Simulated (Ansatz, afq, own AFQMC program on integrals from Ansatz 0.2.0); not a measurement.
AFQMC on a folder of integrals that Ansatz 0.2.0 wrote.

```yaml
crystal:
  periodic: [false, false, false]
  atoms:
    - {symbol: Ga, position_ang: [0.000000, 0.000000, -1.214166]}
    - {symbol: Ga, position_ang: [0.000000, 0.000000, 1.268134]}
    - {symbol: H, position_ang: [0.000000, 1.421600, -1.866566]}
    - {symbol: H, position_ang: [0.000000, -1.421600, -1.866566]}
basis:
  gaussian: {orbitals: cc-pVDZ}
magnetization: {spin_polarized: false, initial_magnetization: 2}
correlation: {method: ccsd_t, electrons: outside_noble_gas, hamiltonian_folder: ham}
```

```sh
$ ansatz run in.yaml --threads 1 --pin off --events-out ev --progress --plain --max-ram 1382MiB
```

afq runs on the folder ham with

```
--method free --trial cisd --walkers 60 --time-step 0.03 --max-blocks 80 --target-error 0.00034 --factor-cut 1e-05 --seed 6886 --times 0,0.3,0.6,1.2,1.8,2.4,3.6,4.8,6 --taylor-order 8
```

Times are imaginary, in 1/Eh. The walk had a cap of 932 s. Filled inner d shells are frozen with the cores.

```
orbitals 36  electrons 5 3  factors 299 of 732
reference energy -3847.54521184 Eh
CCSD correlation -0.13191167 Eh in 11 cycles, weight of the determinant in the CISD state 0.8835
repeat  energy at the last time / Eh  error
    10  -3847.680448  0.000578
    20  -3847.681344  0.000513
    30  -3847.681672  0.000393
    40  -3847.681749  0.000393
    50  -3847.681932  0.000349
    60  -3847.682011  0.000334
time / (1/Eh)  energy / Eh  error  mean overlap
  0.00  -3847.676987  0.000059  1.1296
  0.30  -3847.678793  0.000080  1.1277
  0.60  -3847.679814  0.000089  1.1342
  1.20  -3847.681022  0.000114  1.1286
  1.80  -3847.681635  0.000124  1.1195
  2.40  -3847.682017  0.000182  1.1159
  3.60  -3847.681913  0.000210  1.1269
  4.80  -3847.681685  0.000267  1.1721
  6.00  -3847.682047  0.000334  1.1606
energy -3847.682047 +/- 0.000334 Eh
```

(1) Estimate how long the walk took on 1 thread of Intel(R) Xeon(R) 6975P-C (Granite Rapids) (shared host).

The run passed its tests (error under three times the target), which doesn't prove that it has relaxed.

Against this walk (error 9.1 meV) on the same determinant: CCSD(T) 33.8 meV higher, CCSDT(Q) 1.5 meV lower (within the noise). The error is statistical, and a free projection of finite length keeps a remainder of its start.

Cautions: remainder of the start not in the error; no relativity below Rb; no spin-orbit coupling; inner d shell frozen; lower spins were not checked.

Results:

(1) 2.5 min of wall time.

CCSDT and higher add their correlation energy to the determinant of the CCSD(T) run, since their own runs factorise the integrals more tightly (a shift of under 2 meV). A walk keeps the symmetry of its determinant, which the program's search chose and which needn't be the lowest solution, so a lower state of the same spin and another symmetry isn't excluded.
